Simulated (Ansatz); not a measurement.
`CCSC` and `CSCO` differ in one atom or group.

Ansatz, PBE0-D4/def2-TZVP geometries, multiplicity 1. Each molecule was computed in one conformer, which needn't be the lowest.

```json
{"property": "size of the dipole moment (ωB97M-V/def2-TZVPP) / D", "`CCSC`": "1.56"}
{"property": "size of the dipole moment (B3LYP/def2-TZVPP) / D", "`CCSC`": "1.56"}
{"property": "HOMO–LUMO gap (PBE/def2-TZVPP) / eV", "`CCSC`": "5.13"}
{"property": "size of the dipole moment (PBE/def2-TZVPP) / D", "`CCSC`": "1.55"}
{"property": "LUMO energy (PBE/def2-TZVPP) / eV", "`CCSC`": "0.13"}
{"property": "HOMO energy (B3LYP/def2-TZVPP) / eV", "`CCSC`": "-6.00"}
```

Q: What does the change do to each property? (An estimate is asked.)

A: The calculation gave: 
| property | `CSCO` | shift |
| --- | --- | --- |
| size of the dipole moment (ωB97M-V/def2-TZVPP) / D | 0.30 | -1.26 |
| size of the dipole moment (B3LYP/def2-TZVPP) / D | 0.30 | -1.26 |
| HOMO–LUMO gap (PBE/def2-TZVPP) / eV | 5.32 | 0.19 |
| size of the dipole moment (PBE/def2-TZVPP) / D | 0.32 | -1.23 |
| LUMO energy (PBE/def2-TZVPP) / eV | -0.08 | -0.21 |
| HOMO energy (B3LYP/def2-TZVPP) / eV | -6.43 | -0.43 |

With PBE0 the HOMO falls by 0.42 eV and the LUMO falls by 0.21 eV, so the gap widens by about 0.21 eV. PBE moves the HOMO by -0.40 eV and ωB97M-V by -0.43 eV. The zero-point energy changes by -60.6 kJ/mol with -6 modes. Dipoles are sizes alone; their direction can turn.

B3LYP here is the variant with VWN-RPA as its local correlation; programs differ in this.
